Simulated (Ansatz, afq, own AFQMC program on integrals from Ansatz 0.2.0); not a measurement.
# The N3–H7 bond of SiN2H4, singlet, worked out

```xyz
7

N    -1.2262    0.3197   -0.3557
Si   -0.1815   -1.0549   -0.4306
N     1.2324   -0.4011    0.3175
H    -2.1686    0.2666   -0.7243
H    -1.0257    1.2390    0.0278
H     1.3698    0.5355    0.6870
H     2.0611   -0.9728    0.4326
```

The molecule and both fragments are relaxed with PBE0/def2-SVP; the fragments keep their bonds.

Basis def2-TZVP. Noble-gas cores (and the filled d shells of Ga–Kr and In–Xe) are frozen. AFQMC by an in-house program on the Cholesky factors that Ansatz 0.2.0 writes for its CCSD(T) run. ph-AFQMC/CISD is guided by a CISD state made of CCSD amplitudes; releasing the constraint for a short imaginary time cuts its bias at the price of noise, slowly where states lie close. Error bars are statistical, one sigma.

Total energies in eV. CBS is CCSD(T) at the limit of def2-TZVPP/QZVPP (extrapolated itself); the highest rung of each member is named.

Cautions: SiN₂H₄ (singlet): the released value is read at 1.50 1/Eh with a noise of 15 meV, more than in the cases checked (meV from the phaseless value at times in 1/Eh: -5 ± 9 at 0.24, 0 ± 9 at 0.51, -23 ± 14 at 0.99, -10 ± 15 at 1.50); SiN₂H₃ (doublet): unrestricted determinant slightly spin contaminated (⟨S²⟩ 0.83 against 0.75), the released value is read at 0.99 1/Eh with a noise of 14 meV, more than in the cases checked, later times being too noisy (meV from the phaseless value at times in 1/Eh: -18 ± 12 at 0.24, -23 ± 11 at 0.51, -30 ± 14 at 0.99, -48 ± 19 at 1.50).

```tsv
member	count	CCSD(T)/def2-TZVP	highest rung in def2-TZVP	which	CCSD(T)/CBS
SiN₂H₃, doublet	+1	-10888.8393	-10888.8931 ± 0.0145	released AFQMC	-10891.2867
H (doublet)	+1	-13.6005	-13.6005	FCI	-13.6059
SiN₂H₄, singlet	-1	-10906.9757	-10907.0258 ± 0.0147	released AFQMC	-10909.5632
```

Q: Work out the best estimate of the bond energy: the CCSD(T)/CBS difference plus the step from CCSD(T) to the highest rung.

A: Sums with the counts: CCSD(T)/CBS 4.6706 eV, highest rung 4.5322 eV, CCSD(T)/def2-TZVP 4.5359 eV. The step is 4.5322 − 4.5359 = -0.0037 eV, so the best estimate is 4.6706 + (-0.0037) = 4.6669 eV = 107.6 kcal/mol, with sampling noise 0.021 eV. The step is under twice that noise, so its sign is open. The basis set is worth 0.135 eV of it. Zero-point, core-correlation and spin–orbit terms aren't in it. Past Ne the Hartree–Fock part of each CBS total tends to overshoot, since the cores don't follow the formula; that largely cancels in the difference.

Best estimates are given only where the step beyond CCSD(T) is under 0.3 eV and no member's determinant is very poor (T1 over 0.05, or 0.07 for open shells, ⟨S²⟩ too high by 0.3, two states mixed), so the hardest cases are missing from such tables.

Each member of a difference takes its own highest rung, so a best estimate needn't equal the limit plus the step of one row. Released energies are given only where the last usable release times agree within the noise; a slower fall can still hide under it.
